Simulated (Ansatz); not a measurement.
CF3+, SMILES `F[C+](F)F`. Charge 1, multiplicity 1.

| atom | x (Å) | y (Å) | z (Å) |
| --- | --- | --- | --- |
| F1 | 0.1514 | -0.4618 | -1.1296 |
| C2 | 0.0000 | 0.0000 | 0.0000 |
| F3 | -0.3132 | -0.7408 | 0.9302 |
| F4 | 0.1617 | 1.2026 | 0.1994 |

Question: What are the harmonic wavenumbers in cm⁻¹ at PBE0-D4/def2-TZVP (Ansatz, finite differences of forces, unscaled)? (An estimate is asked.)

Answer: Computed: 595, 595, 810, 1073, 1707, 1707.

Question: Is this a minimum?

Answer: Yes, all 6 modes are real.

Question: Give the ideal-gas thermochemistry at 298.15 K and 1 bar (rigid rotor, harmonic oscillator; point group D3h, symmetry number 6).

Answer: Zero-point energy 38.8 kJ/mol; H(298) − E = 49.8 kJ/mol; entropy 250.1 J/(mol·K), of which translation 161.7, rotation 83.4, vibration 5.0; G(298) − E = -24.7 kJ/mol.

Question: And at 400, 500, 600, 800 and 1000 K?

Answer: 
```
T (K)  H − E (kJ/mol)  S (J/mol/K)  G − E (kJ/mol)
  400            54.9        264.7           -51.0
  500            60.5        277.2           -78.1
  600            66.6        288.3          -106.3
  800            79.9        307.4          -166.0
 1000            94.3        323.4          -229.1
```

Question: Rotational constants (cm⁻¹)?

Answer: 0.3912, 0.3912, 0.1956.
